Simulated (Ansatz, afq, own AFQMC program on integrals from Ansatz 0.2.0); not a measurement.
AlSiH, singlet in cc-pVDZ, levels against CCSDTQ

```csv
atom,x (Å),y (Å),z (Å)
Si,0.0000,-0.0660,1.2777
Al,0.0000,0.0144,-1.3676
H,0.0000,1.4550,1.0066
```

Connectivity, by distances: SiH–Al.

Basis cc-pVDZ. Only valence electrons are correlated. Ansatz 0.2.0 and our own AFQMC program on the same integrals; the CISD trial comes from CCSD amplitudes, and released means the phaseless constraint is let go. ± is one standard error of the sampling.

Determinant: RHF, the one that the program's search chose, which needn't be the lowest solution. The geometry is a PBE0/def2-TZVP stationary point of this or a neighbouring charge and spin state.

No full CI on the walks' own integrals is used here; CCSDTQ serves as the reference and is uncertain by about the last step of the cluster series.

Cautions: another spin lies lower (by 452 meV); restricted determinant unstable towards unrestricted (UHF 691 meV lower, ⟨S²⟩ 1.13); the released energies are still falling, so no released level is given (meV from the phaseless value at times in 1/Eh: -7 ± 4 at 0.24, -14 ± 3 at 0.51, -17 ± 3 at 0.99, -21.3 ± 1.9 at 1.62, -29 ± 4 at 2.40); CCSDTQ on the UHF determinant differs (436 meV lower), perhaps since the unrestricted series falls towards higher spin.

```
T1 diagnostic                               : 0.0175
weight of the determinant in the CISD state : 0.839
size of the correlated space                : 8 electrons in 31 orbitals
```

| level | correlation energy (eV) |
| --- | --- |
| MP2 | -3.3319 |
| CCSD | -4.4228 |
| CCSD(T) | -4.5618 |

Q: Estimate where phaseless AFQMC with a CISD trial lies against CCSD(T) on the same integrals.

A: 1.7 ± 0.2 kJ/mol below CCSD(T).

Reference: CCSDTQ, correlation energy -4.628 eV.

```csv
level,E − E(reference) (kJ/mol),share of correlation (%)
CCSD(T),6.4,98.57
CCSDT,2.0,99.55
CCSDT(Q),0.5,99.89
ph-AFQMC/HF,3.9 ± 2.2,99.13
ph-AFQMC/CISD,4.7 ± 0.2,98.94
```

CCSDT and higher add their correlation energy to the determinant of the CCSD(T) run, since their own runs factorise the integrals more tightly (a shift of under 2 meV). A walk keeps the symmetry of its determinant, which the program's search chose and which needn't be the lowest solution, so a lower state of the same spin and another symmetry isn't excluded.
